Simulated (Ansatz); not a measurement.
Two isomers of C4H7N: A = `C=CC(C)=N`, B = `CC#CNC`.

Program: Ansatz. Geometries: PBE0-D4/def2-TZVP. ΔE: electronic, gas phase. CBS: MP2 limit from def2 TZ/QZ plus the TZ coupled-cluster correction, frozen cores. DFT in def2-TZVPP. B3LYP here is the variant with VWN-RPA as its local correlation; programs differ in this. One conformer a species, not always the lowest.

A:

Z-matrix (Å, degrees):
```
C
C 1 1.497
H 1 1.088 2 110.0
H 1 1.094 2 110.2 3 120.7
H 1 1.094 2 110.7 3 -121.3
C 2 1.481 1 115.7 3 178.7
N 2 1.271 1 119.4 3 -1.5
C 6 1.327 2 124.2 1 -147.1
H 6 1.088 2 116.3 1 30.2
H 7 1.021 2 110.4 1 -177.8
H 8 1.083 6 121.5 2 179.5
H 8 1.086 6 121.5 2 0.6
```

B:

```xyz
12

C     1.054    1.950   -1.332
C     0.705    0.784   -0.540
C     0.427   -0.182    0.123
N     0.100   -1.223    0.909
C    -1.312   -1.473    1.137
H     1.660    1.670   -2.197
H     0.155    2.442   -1.713
H     1.617    2.688   -0.752
H     0.636   -2.056    0.722
H    -1.416   -2.291    1.852
H    -1.860   -1.728    0.221
H    -1.766   -0.581    1.571
```

(1) Which isomer does CCSD(T)/CBS put lower? Give the gap. (Estimate.)

(2) Give E(B) − E(A) in kJ/mol with PBE0-D4, CCSD/def2-TZVPP, B2PLYP, HF/def2-TZVPP, B3LYP-D4, r2SCAN-D4, B3LYP. (Best estimate.)

Largest T1 diagnostic: 0.012.

## Answers

(1) Computed: A, by 114.0 kJ/mol.

(2) Ansatz gave: PBE0-D4 104.5, CCSD/def2-TZVPP 112.7, B2PLYP 103.9, HF/def2-TZVPP 103.8, B3LYP-D4 108.0, r2SCAN-D4 111.6, B3LYP 102.2. None reverses the order clearly.

The D4 term adds +5.7 kJ/mol with B3LYP and +2.9 kJ/mol with PBE0; it sums over pairs of atoms, weighted by their polarisabilities, and B3LYP, whose exchange is more repulsive, gets the larger term.
